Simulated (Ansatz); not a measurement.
## Structure relaxation of HfBr

Computed with DFT PBE, scalar-relativistic, plane waves, PAW in Ansatz 0.2.0. Cutoff 420 eV, Γ-centred k mesh, Gaussian smearing, no spin polarisation in the final step.

HfBr was placed on the rock salt structure type (Fm-3m, No. 225), with Hf in place of Na, Br in place of Cl, at a guessed volume.

```xyz
2
Lattice="0.0000 2.9236 2.9236 2.9236 0.0000 2.9236 2.9236 2.9236 0.0000" Properties=species:S:1:pos:R:3 pbc="T T T"
Hf    0.0000    0.0000    0.0000
Br    2.9236    2.9236    2.9236
```

Cell and atoms relax at zero pressure; the relaxation can't lower the symmetry of the start. After a coarse first stage the cell is made exact in the group found at 0.06 Å.

Energies over the elements count from the elements' standard structures at the same level, with no empirical corrections.

Task: Describe the relaxed structure.

Result: It keeps Fm-3m (No. 225). The result has the rock salt structure. Conventional cell: a = 5.587 Å. Hf is coordinated by 6 Br at 2.79 Å; Br has 6 Hf at 2.79 Å.

Space group Fm-3m (No. 225). a = 5.587 Å, b = 5.587 Å, c = 5.587 Å, α = 90.00°, β = 90.00°, γ = 90.00°
```csv
atom,site,symmetry,x,y,z
Hf,4a,m-3m,0.0000,0.0000,0.0000
Br,4b,m-3m,0.5000,0.0000,0.0000
```

Task: What are its volume, energy, density and gap?

Result: The volume per atom is 21.80 Å³, the density is 9.84 g/cm³ and the energy over the elements is 0.60 eV/atom. The gap on the 18×18×18 mesh is 0 eV (a metal).

The final run used a 18×18×18 mesh on its 2-atom cell and 0.10 eV smearing. The k mesh leaves about 4 meV/atom of noise in metals. Spin–orbit coupling is left out. A structure relaxed within its symmetry needn't be a true minimum.

Cost: 3 runs of about 0.79 core-minutes in all, on Arm Neoverse V2 (shared hosts).